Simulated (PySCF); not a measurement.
## NH4 at several levels of theory

All levels use the PBE0 minimum (doublet; N–H 1.053 Å (×4); H–N–H 109.5° (×6)), basis [N def2-TZVP, H def2-TZVP], no relativity, density fitting, no spin–orbit coupling, PySCF. For vertical energies the ionised species is a singlet (spins chosen at PBE0 and kept). Atomisation goes to high-spin ground-configuration atoms, without zero-point energy. Open shells are unrestricted, also as the reference of the correlated levels. A dash marks a value that was not computed or is not defined at that level.

```xyz
5
charge 0 multiplicity 2, angstrom
N     0.0000    0.0000    0.0000
H     0.0000    0.8599   -0.6080
H     0.0000   -0.8599   -0.6080
H     0.8599    0.0000    0.6081
H    -0.8599    0.0000    0.6080
```

| level | atomisation (kJ/mol) | vertical IP (eV) | −ε(HOMO) (eV) |
| --- | --- | --- | --- |
| PBE0 | 1201 | 4.19 | 2.32 |
| HF | 737 | 3.41 | 3.52 |
| PBE | 1244 | 4.35 | 1.75 |
| r2SCAN | 1204 | 4.25 | 1.96 |
| B3LYP | 1234 | 4.38 | 2.26 |
| TPSSh | 1212 | 4.08 | 1.92 |
| MP2 | 1124 | 3.97 | – |
| revPBE | 1201 | 4.28 | 1.71 |
| LC-wPBE | 1163 | 3.92 | 4.05 |
